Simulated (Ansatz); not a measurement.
Cubic perovskite SrTiO3 (cubic form, which distorts at low temperature), treated with PBE-D3(BJ) (Ansatz, a program for electronic structure, PAW).

Run with plane-wave cutoff 500 eV, 8×8×8 k mesh, gaussian smearing 0.02 eV, no spin polarisation, scalar-relativistic PAW data made under PBE.

Cell (relaxed at this level):

```cif
data_O3SrTi
_chemical_formula_sum 'Sr1 Ti1 O3'
_space_group_name_H-M_alt 'P 1'
_space_group_IT_number 1
_cell_length_a 3.90981
_cell_length_b 3.90981
_cell_length_c 3.90981
_cell_angle_alpha 90.000
_cell_angle_beta 90.000
_cell_angle_gamma 90.000
loop_
_space_group_symop_operation_xyz
  'x, y, z'
loop_
_atom_site_label
_atom_site_type_symbol
_atom_site_fract_x
_atom_site_fract_y
_atom_site_fract_z
_atom_site_occupancy
Sr1 Sr 0.00000 0.00000 0.00000 1
Ti1 Ti 0.50000 0.50000 0.50000 1
O1 O 0.50000 0.00000 0.50000 1
O2 O 0.00000 0.50000 0.50000 1
O3 O 0.50000 0.50000 0.00000 1
```

Q: Give the computed band gap.

A: 
- band gap = 1.88 eV (on the SCF k mesh)

Measured, for comparison: band gap 3.59 eV (zero-point renormalisation of 336 meV (experimental, the table's column) added back here, indirect; inputs from Miglio et al. (2020), arXiv:2011.12765).

Note: the relaxation could not lower the start's symmetry, so the cell can be a saddle point above a distorted one.

Spin–orbit coupling is not included.

Computed values are for the static lattice.
